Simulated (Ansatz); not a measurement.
# SiF+ (triplet): B97M-V, PBE0 over a scan of the distance Si1–F2, 6-31G

How well do these functionals follow the top wave-function level for SiF+ (triplet) over a scan of the distance Si1–F2?

Method: 6-31G, all electrons in the functionals; program: Ansatz 0.2.0, Gaussian basis.

To be run: B97M-V, PBE0, at 1.221 Å; 1.384 Å; 1.555 Å; 1.746 Å; 1.912 Å; 2.163 Å; 2.485 Å; 2.926 Å; 3.448 Å; 4.128 Å; 5.350 Å.

29 further runs of the same task are left out: 9 for a known fault of the program, 14 that didn't finish, 6 set aside as unsound or not needed.

## (1) What is computed

The geometry derives from a PBE0/def2-TZVP stationary point (not a proven minimum). One bond is set to the value named and the two fragments are kept rigid.

2 atoms, charge 1, spin multiplicity 3.

Atoms are counted from 1 here; the program's logs count them from 0.

Bond lengths: Si1–F2 1.555 Å.

Coordinates:

```xyz
2

Si    0.0000    0.0000    0.0000
F     0.0000    0.0000    1.5548
```

No dispersion term is added; B97M-V holds VV10 nonlocal correlation.

The geometry shown and the zero of energy belong to the point 1.555 Å. The yardstick, FCI, and other wave-function levels (R restricted, U unrestricted, valence and pair active spaces) come from earlier runs.

## (2) B97M-V, 1.221 Å

Input file in.yaml:

```yaml
crystal:
  periodic: [false, false, false]
  atoms:
    - {symbol: Si, position_ang: [0.000000, 0.000000, 0.000000]}
    - {symbol: F, position_ang: [0.000000, 0.000000, 1.221000]}
basis:
  gaussian: {orbitals: 6-31G}
total_charge: 1
magnetization: {spin_polarized: true, initial_magnetization: 2}
hamiltonian: {xc: {name: B97M-V}}
```

Started as:

```console
> ansatz run in.yaml --threads 1 --pin off --events-out ev --progress --plain --max-ram 2393MiB
```

The runs that follow: B97M-V, 1.384 Å; B97M-V, 1.555 Å; B97M-V, 1.746 Å; B97M-V, 1.912 Å; B97M-V, 2.163 Å; B97M-V, 2.485 Å; B97M-V, 2.926 Å; B97M-V, 3.448 Å; B97M-V, 4.128 Å; B97M-V, 5.350 Å; PBE0, 1.221 Å; PBE0, 1.384 Å; PBE0, 1.555 Å; PBE0, 1.746 Å; PBE0, 1.912 Å; PBE0, 2.163 Å; PBE0, 2.485 Å; PBE0, 2.926 Å; PBE0, 3.448 Å; PBE0, 4.128 Å; PBE0, 5.350 Å.

Q: Predict the results of all the runs planned. Wanted: span of the FCI curve; largest miss, B97M-V; largest miss, PBE0.

As calculated:

```
             quantity                   value
span of the FCI curve            759.4 kJ/mol
 largest miss, B97M-V  +53.6 kJ/mol (5.350 Å)
   largest miss, PBE0  +45.3 kJ/mol (5.350 Å)
```

**Reading.** Of the functionals, PBE0 keep the smallest largest miss at the points compared (at most 45.3 kJ/mol) and B97M-V strays most (53.6 kJ/mol, at 5.350 Å). Functionals and the yardstick converge differently with the basis, so part of each miss in 6-31G is the basis.
